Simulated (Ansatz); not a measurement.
Hydrogen abstraction

Start structure (CH$_{5}$, doublet), relaxed at PBE0-D4/def2-TZVP:

```json
{"atom": "H1", "x (Å)": "0.3471", "y (Å)": "0.0230", "z (Å)": "-0.2328"}
{"atom": "C2", "x (Å)": "-0.5564", "y (Å)": "-0.0375", "z (Å)": "0.3732"}
{"atom": "H3", "x (Å)": "2.7821", "y (Å)": "0.1874", "z (Å)": "-1.8660"}
{"atom": "H4", "x (Å)": "-0.8770", "y (Å)": "0.9670", "z (Å)": "0.6484"}
{"atom": "H5", "x (Å)": "-1.3449", "y (Å)": "-0.5267", "z (Å)": "-0.1980"}
{"atom": "H6", "x (Å)": "-0.3508", "y (Å)": "-0.6131", "z (Å)": "1.2753"}
```

The step: CH₄ + H → CH₃ + H₂; bonds formed: H1–H3; bonds broken: H1–C2. Ansatz 0.2.0; basis: def2-TZVPP and def2-QZVPP; cores frozen in the correlated methods; orbitals are unrestricted. Extrapolation: Hartree–Fock as exp(−7.88 √X), correlation as X^−2.97. Energies below are by CCSD(T) at an estimated basis limit (MP2 extrapolated from triple and quadruple zeta, plus CCSD(T) − MP2 in triple zeta).

Task: What are the electronic barrier and the energy of the step, from the start structure to the end structure? (An estimate is asked for; the value comes from the calculation.)

Result: By the calculation: Barrier 14.68 kcal/mol; step energy 2.65 kcal/mol (uphill); reverse barrier, their difference, 12.03 kcal/mol. Barrier and step energy count from the start structure, the reverse barrier from the end structure.

The saddle point: One imaginary mode of 1062i cm⁻¹.
```json
{"pair": "H1–H3", "start (Å)": "2.94", "saddle (Å)": "0.88", "end (Å)": "0.75"}
{"pair": "H1–C2", "start (Å)": "1.09", "saddle (Å)": "1.45", "end (Å)": "2.88"}
```

Zero-point energy (harmonic, PBE0-D4): ZPE is 28.19 kcal/mol at the start and 26.78 kcal/mol at the saddle, so the barrier goes from 14.68 to 13.27 kcal/mol.

The T1 diagnostic stays at or below 0.016. ⟨S²⟩ of the unrestricted Hartree–Fock references: 0.75 to 0.79 (a pure state has 0.75).

For scale, one of the runs: CCSD(T)/def2-TZVPP, 101 basis functions, launched by `ansatz run in.yaml --threads 2 --pin off --events-out ev --progress --plain --max-ram 4352MiB`. Time: 6 s of wall clock on 2 CPU threads of an AMD EPYC 7R43; the host was shared. Peak host memory: 0.65 GiB.
